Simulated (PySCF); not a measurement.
# Which proton of hydrogen cyanide is most acidic?

Molecule: `C#N` (CHN). Non-hydrogen atoms are numbered in `[CH:1]#[N:2]`.

Computed at M06-2X/ma-def2-TZVP // PBE0-D3(BJ)/ma-def2-SVP with PySCF (density fitting, grid level 3). The prefix ma- adds one diffuse s and one diffuse p function on all atoms but H. Zero-point and thermal terms (298.15 K, 1 bar) come from unscaled PBE0-D3(BJ)/ma-def2-SVP harmonic frequencies, with soft modes damped to free rotors in the entropy.

| site | product | ΔH(acid) / kJ/mol | ΔG(acid) / kJ/mol |
| --- | --- | --- | --- |
| C1 (nitrile carbon) | `[C-]#N` | 1456 | 1425 |

ΔH and ΔG refer to AH → A⁻ + H⁺ in the gas phase.

Against the Active Thermochemical Tables (version 1.112): C1 1468 (computed 1456, error -12) kJ/mol.

Measured values (NIST Chemistry WebBook, evaluated or the median of agreeing entries): deprotonation enthalpy (ΔH) 1466 kJ/mol (computed 1456, difference -11); gas-phase acidity (ΔG) 1436 kJ/mol (computed 1425, difference -11).

Differences come from unrounded values, so a last digit can differ from that of the printed terms.
